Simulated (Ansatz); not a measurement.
**What each rung costs, and what it gives**

The pair of H2S (SMILES S, atoms 1–3) and C2H6 (SMILES CC, atoms 4–11), both closed shells, in one local arrangement (a lower one may exist), relaxed at PBE0-D4/def2-TZVP:

```
11
angstrom
S 0.8513 0.3378 -2.9125
H -0.4674 0.3106 -2.6678
H 1.1100 0.9123 -1.7282
C -0.3835 -0.9186 0.7865
C 0.0091 0.5267 1.0380
H -0.0890 -1.2433 -0.2143
H 0.0957 -1.5897 1.5031
H -1.4633 -1.0590 0.8773
H -0.2725 0.8498 2.0430
H -0.4794 1.2045 0.3326
H 1.0889 0.6690 0.9423
```

Interaction energies are counterpoise-corrected; the time is that of the whole pair.

Ansatz 0.2.0; basis: as named in each row; cores frozen in the correlated methods. B3LYP uses VWN-RPA correlation. Extrapolation: Hartree–Fock as exp(−7.88 √X), correlation as X^−2.97.

Times are rough, for one single point on 4 threads of a shared host (Arm Neoverse V2).

The estimate by CCSD(T) at an estimated basis limit (MP2 extrapolated from triple and quadruple zeta, plus CCSD(T) − MP2 in triple zeta) is -4.5 kJ/mol.

```json
{"method": "HF", "basis": "STO-3G", "time (s)": "under 1", "interaction energy (kJ/mol)": "3.1", "method less estimate": "7.5"}
{"method": "PBE-D4", "basis": "STO-3G", "time (s)": "under 1", "interaction energy (kJ/mol)": "-3.6", "method less estimate": "0.9"}
{"method": "SPW92", "basis": "def2-SVP", "time (s)": "under 1", "interaction energy (kJ/mol)": "-7.0", "method less estimate": "-2.6"}
{"method": "B3LYP-D4", "basis": "6-31G", "time (s)": "under 1", "interaction energy (kJ/mol)": "-4.0", "method less estimate": "0.4"}
{"method": "PBE-D4", "basis": "def2-SVP", "time (s)": "under 1", "interaction energy (kJ/mol)": "-5.0", "method less estimate": "-0.6"}
{"method": "PBE0-D4", "basis": "def2-SVP", "time (s)": "under 1", "interaction energy (kJ/mol)": "-4.4", "method less estimate": "0.1"}
{"method": "CCSD(T)", "basis": "def2-SVP", "time (s)": "1", "interaction energy (kJ/mol)": "0.0", "method less estimate": "4.5"}
{"method": "PBE-D4", "basis": "def2-TZVPPD", "time (s)": "2", "interaction energy (kJ/mol)": "-5.2", "method less estimate": "-0.8"}
{"method": "revPBE-D4", "basis": "def2-TZVPPD", "time (s)": "2", "interaction energy (kJ/mol)": "-3.7", "method less estimate": "0.7"}
{"method": "BLYP-D4", "basis": "def2-TZVPPD", "time (s)": "2", "interaction energy (kJ/mol)": "-3.3", "method less estimate": "1.1"}
{"method": "wB97M-V", "basis": "def2-SVP", "time (s)": "2", "interaction energy (kJ/mol)": "-2.9", "method less estimate": "1.6"}
{"method": "B3LYP-D4", "basis": "def2-TZVPPD", "time (s)": "2", "interaction energy (kJ/mol)": "-3.9", "method less estimate": "0.5"}
{"method": "PBE0-D4", "basis": "def2-TZVPPD", "time (s)": "2", "interaction energy (kJ/mol)": "-4.7", "method less estimate": "-0.3"}
{"method": "HSE06-D4", "basis": "def2-TZVPPD", "time (s)": "2", "interaction energy (kJ/mol)": "-4.7", "method less estimate": "-0.3"}
{"method": "r2SCAN-D4", "basis": "def2-TZVPPD", "time (s)": "4", "interaction energy (kJ/mol)": "-4.2", "method less estimate": "0.3"}
{"method": "B2PLYP", "basis": "def2-TZVPPD", "time (s)": "5", "interaction energy (kJ/mol)": "-0.5", "method less estimate": "3.9"}
{"method": "wB97X-V", "basis": "def2-TZVPPD", "time (s)": "6", "interaction energy (kJ/mol)": "-4.2", "method less estimate": "0.2"}
{"method": "B97M-V", "basis": "def2-TZVPPD", "time (s)": "8", "interaction energy (kJ/mol)": "-4.2", "method less estimate": "0.3"}
{"method": "wB97M-V", "basis": "def2-TZVPPD", "time (s)": "8", "interaction energy (kJ/mol)": "-4.0", "method less estimate": "0.5"}
{"method": "MP2", "basis": "def2-QZVPPD", "time (s)": "20", "interaction energy (kJ/mol)": "-4.4", "method less estimate": "0.0"}
{"method": "CCSD(T)", "basis": "def2-TZVPPD", "time (s)": "88", "interaction energy (kJ/mol)": "-3.6", "method less estimate": "0.8"}
```

No T1 diagnostic of these runs exceeds 0.011.
